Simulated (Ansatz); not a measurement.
## Multireference treatment of NaOH, singlet

Calculated in Ansatz's Gaussian-basis code. Basis def2-SVP, nonrelativistic, 2 orbitals frozen in the corrections. State-specific CASSCF; RHF is the lowest restricted (open-shell) Hartree–Fock solution met. Small basis; these aren't basis-limit values. Solutions may break the symmetry of the shape. No proof that the lowest CASSCF solution was found.

Geometry:

```xyz
3

Na    0.0000    0.0000    2.1060
O     0.0000    0.0000    0.0000
H     0.0000    0.0000   -1.0368
```

Task: What do CASSCF and its corrections give against RHF in CAS(6,6), and what are the occupations?

Result: CASSCF -2.581 eV, SC-NEVPT2 -5.460 eV; occupations 1.98, 1.98, 1.97, 0.03, 0.02, 0.02.
